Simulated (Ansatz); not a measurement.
Start from `C=C=C(N)F` and change one atom or group to get `C=C=C(F)CC`.

Ansatz, PBE0-D4/def2-TZVP geometries, multiplicity 1. Each molecule was computed in one conformer, which needn't be the lowest.

| property | `C=C=C(N)F` |
| --- | --- |
| LUMO energy (PBE/def2-TZVPP) / eV | -1.37 |
| size of the dipole moment (B3LYP/def2-TZVPP) / D | 2.31 |
| size of the dipole moment (ωB97M-V/def2-TZVPP) / D | 2.29 |
| LUMO energy (B3LYP/def2-TZVPP) / eV | -0.58 |
| size of the dipole moment (PBE/def2-TZVPP) / D | 2.22 |
| HOMO–LUMO gap (ωB97M-V/def2-TZVPP) / eV | 10.34 |

**Question.** What does the change do to each property? (An estimate is asked.)

**Answer.** Ansatz gave: 
```json
{"property": "LUMO energy (PBE/def2-TZVPP) / eV", "`C=C=C(F)CC`": "-1.36", "shift": "0.01"}
{"property": "size of the dipole moment (B3LYP/def2-TZVPP) / D", "`C=C=C(F)CC`": "1.67", "shift": "-0.64"}
{"property": "size of the dipole moment (ωB97M-V/def2-TZVPP) / D", "`C=C=C(F)CC`": "1.67", "shift": "-0.62"}
{"property": "LUMO energy (B3LYP/def2-TZVPP) / eV", "`C=C=C(F)CC`": "-0.56", "shift": "0.02"}
{"property": "size of the dipole moment (PBE/def2-TZVPP) / D", "`C=C=C(F)CC`": "1.55", "shift": "-0.67"}
{"property": "HOMO–LUMO gap (ωB97M-V/def2-TZVPP) / eV", "`C=C=C(F)CC`": "11.12", "shift": "0.78"}
```

Dipoles are sizes alone; their direction can turn.

B3LYP here is the variant with VWN-RPA as its local correlation; programs differ in this.
